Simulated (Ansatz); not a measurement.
A made-up structure of BSiH4O (charge +1), singlet:

O1  (-1.211, 0.594, -0.498)
B2  (-0.299, -0.353, -0.468)
Si3  (0.790, 0.172, 0.711)
H4  (-1.744, 0.383, -1.043)
H5  (-0.040, -1.458, -1.035)
H6  (0.548, -0.302, 2.102)
H7  (1.956, 0.964, 0.231)
(Å)

It is relaxed with PBE-D4/def2-SVP and then PBE0-D4/def2-TZVP (Ansatz 0.2.0). Atoms count as bonded within 1.22 times the sum of their covalent radii (H–H: 0.88 Å). The end point is not checked to be a true minimum.

(1) Does its bonding change? (A judgement: the text doesn't fix the answer.)

Results:

(1) The calculation gives: No: no bond forms or breaks.

Where it ends: The first stage lowers the energy by 3.18 eV in 11 steps. It ends as BSiH₄O ([OH][BH][SiH2]), total charge +1:
O1  (-1.399, 0.511, -0.702)
B2  (-0.408, -0.346, -0.542)
Si3  (0.983, 0.196, 0.871)
H4  (-2.074, 0.290, -1.359)
H5  (-0.230, -1.380, -1.114)
H6  (0.915, -0.226, 2.288)
H7  (2.213, 0.956, 0.558)
(Å)

Labels in which every atom is bracketed show which atoms are joined, not bond orders.

For scale, one of the runs: PBE0-D4/def2-TZVP relaxation, 123 basis functions, launched by `ansatz run in.yaml --threads 2 --pin off --events-out ev --progress --plain --max-ram 4352MiB`. Hardware: 2 CPU threads of an Arm Neoverse V2, shared host. Wall time about 15 s.
